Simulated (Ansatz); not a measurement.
**GaH₂⁻, quintet: reading a ladder of total energies**

Geometry: that of the GaH2⁻, triplet, kept fixed. The triplet lies 5.5 eV lower here.

```xyz
3

Ga    0.0000   -0.0224    0.0000
H     0.0000    0.7758   -1.3990
H     0.0000    0.7758    1.3990
```

Basis aug-cc-pVDZ; Ansatz 0.2.0. Correlated methods freeze the noble-gas cores and the filled d shells of p-block atoms, which leaves 6 electrons in 40 orbitals. Prefix R: restricted or restricted open-shell reference. No spin–orbit coupling is included, and no scalar relativity. This anion state lies near or above the neutral species, so the extra electron is weakly bound or unbound and the energies hang on the diffuse functions.

Full CI is exact within this basis and frozen core; it isn't the basis-set limit.

RCCSD has a T1 diagnostic of 0.032 and a largest doubles amplitude of 0.08.

The cluster runs stand on a determinant 0.13 eV above the lowest RHF solution, chosen by a search with trial CCSD; the correlation energy below is counted from it.

Runs differ by some tens of microhartree through their thresholds and, for an open shell, their frozen cores, so steps under 0.03 kcal/mol mean nothing.

| level | total energy (hartree) |
| --- | --- |
| RHF determinant under the cluster runs | -1924.132764 |
| RMP2 | -1924.196205 |
| RCCSD* | -1924.214450 |
| RCCSD(T)* | -1924.216994 |
| RCCSDT* | -1924.217854 |
| RCCSDT(Q)* | -1924.217981 |
| full CI | -1924.217956 |

Q: What is the correlation energy at full CI, and what share of it do RMP2 and RCCSDT recover?

A: E(corr) = -1924.217956 − (-1924.132764) = -0.085192 hartree = -2.318 eV. RMP2: -0.063441 / -0.085192 = 74.47 %. RCCSDT: -0.085090 / -0.085192 = 99.88 %.

Q: By how many kcal/mol does RCCSD(T) miss full CI (1 hartree = 627.509 kcal/mol), and which steps make up the rest?

A: -1924.216994 − (-1924.217956) = 0.000962 hartree = 0.60 kcal/mol. Steps: RCCSDT − RCCSD(T) = -0.54, RCCSDT(Q) − RCCSDT = -0.08, full CI − RCCSDT(Q) = 0.02 kcal/mol. That is within 1 kcal/mol of the reference in this basis, which itself misses far more of the correlation at the basis-set limit.

An asterisk marks runs whose energy the program itself flagged as in doubt.
